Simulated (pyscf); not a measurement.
Al–O–SiH₃ (SMILES [Al][O][SiH3]) [singlet] + CH₄ (SMILES C) → H₃C–Al (SMILES [CH3][Al]) [singlet] + HO–SiH₃ (SMILES O[SiH3]) (four-centre exchange; singlet surface; Al–O, C–H broken, Al–C, H–O formed). Structures and frequencies: ωB97X-D3(BJ)/def2-SVP in PySCF. MP2 and CC: frozen core, UHF for open shells. ΔMP2 is the change of the MP2 total energy from the triple- to the quadruple-zeta basis. Energies in kcal/mol from the separated reactants.

| level | barrier | reaction energy |
|---|---|---|
| ωB97X-D3(BJ)/def2-TZVP | 53.9 | +54.9 |
| r²SCAN/def2-TZVP | 50.9 | +55.5 |
| HF/def2-TZVP | 71.5 | +57.3 |
| MP2/def2-QZVPP | [?] | +55.4 |
| CCSD/def2-TZVPP | 57.4 | +54.2 |
| CCSD(T)/def2-TZVPP | 54.7 | +54.1 |
| CCSD(T)/def2-TZVPP + ΔMP2(QZVPP) | [?] | [?] |

### Question
Some entries are withheld; supply them.

### Answer

- MP2/def2-QZVPP, barrier: 53.7
- CCSD(T)/def2-TZVPP + ΔMP2(QZVPP), barrier: 54.6
- CCSD(T)/def2-TZVPP + ΔMP2(QZVPP), reaction energy: +54.0

On the product side the descent ends in an adduct with a Al–O contact, 8.7 kcal/mol under the separated species and 7.7 kcal/mol under the saddle at ωB97X-D3(BJ)/def2-TZVP. At ωB97X-D3(BJ)/def2-TZVP, r²SCAN, MP2 the saddle lies under the separated products, which points to a path from their complex (located at ωB97X-D3(BJ) alone), and parting the products costs more than the saddle. What is counted as broken (Al–O) persists as a longer contact in the product adduct; parting that adduct is a step of its own. One saddle was located; it need not be the lowest between these sides. The CCSD(T) − MP2 part came from Ansatz, without density fitting, on the same reference.
